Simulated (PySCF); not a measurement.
**Li₂⁻: from constants to spectrum**

ROHF-CCSD(T) constants of Li₂⁻, doublet, unpaired electrons σ ↑ (PySCF, no relativity, basis sets Li aug-pcseg-1; masses 7.0160 and 7.0160 u):

```
ωe              : 202.6 cm⁻¹
ωexe            : 2.32 cm⁻¹
Be              : 0.48596 cm⁻¹
αe              : 0.0100 cm⁻¹
D (centrifugal) : 1.12e-05 cm⁻¹
De to Li + Li⁻  : 0.69 eV
```

**Question.** Give the vibrational terms G(v) and spacings up to v = 6.

**Answer.** G(v) = ωe(v+½) − ωexe(v+½)².

| v | G(v) (cm⁻¹) | G(v) − G(v−1) | Bv (cm⁻¹) |
| --- | --- | --- | --- |
| 0 | 100.7 |  | 0.4810 |
| 1 | 298.7 | 198.0 | 0.4710 |
| 2 | 492.0 | 193.3 | 0.4610 |
| 3 | 680.7 | 188.7 | 0.4510 |
| 4 | 864.7 | 184.0 | 0.4410 |
| 5 | 1044.1 | 179.4 | 0.4310 |
| 6 | 1218.9 | 174.8 | 0.4210 |

**Question.** How well does the Morse estimate ωe²/(4ωexe) reproduce De, and what is D0?

**Answer.** It gives 0.55 eV, 79 % of the computed De. D0 = De − G(0) = 0.69 − 0.01 = 0.68 eV.

Correlated steps freeze no core orbitals. Correlated levels converge slowly with the basis: in double zeta they bind strong bonds too weakly, by up to about 1 eV, and carry superposition errors of some tenths. The CCSD T1 diagnostic is raised, a sign that a single reference may not be enough here. The state is the lowest determinant that a PBE0 search found; another state may lie lower at other levels.
